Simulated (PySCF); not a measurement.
Gas-phase reaction: 2 HCOOH + H2 → 4 O + 2 CH3

Method: PySCF energies (xtb for GFN2) plus ideal-gas RRHO corrections (1 bar). 'Table' is the NASA 1993 thermochemical table (part measured, part estimated). † marks an energy on the PBE0/def2-TZVP geometry and frequencies; other levels use their own. MP2 and CCSD(T) freeze the core. 6-31G* has spherical d functions here. Open shells (unrestricted): O (multiplicity 3), CH3 (multiplicity 2); the rest are closed-shell singlets. GFN2 has no spin-polarisation term. Spin-orbit splitting is ignored; it lowers the true energy and changes the entropy of O. B3LYP is the form with VWN-RPA correlation. MP2 isn't extrapolated to the basis-set limit. CCSD(T) isn't extrapolated to the basis-set limit.

```
level                ΔH°(298 K), kJ
-------------------  --------------
table                        2047.6
B3LYP/6-31G*             (withheld)
CCSD(T)/def2-SVP†        (withheld)
CCSD(T)/def2-TZVPP†          1960.0
GFN2-xTB                     3529.3
MP2/def2-SVP†            (withheld)
PBE0/def2-QZVP†              2011.6
PBE0/def2-TZVP               2004.5
r2SCAN/def2-TZVP†        (withheld)
ωB97M-V/def2-TZVP†           2048.8
```

### Question
Some entries are withheld; supply them.

### Answer

- B3LYP/6-31G*, ΔH°(298 K), kJ: 1980.3
- CCSD(T)/def2-SVP†, ΔH°(298 K), kJ: 1891.8
- MP2/def2-SVP†, ΔH°(298 K), kJ: 2024.5
- r2SCAN/def2-TZVP†, ΔH°(298 K), kJ: 2019.2
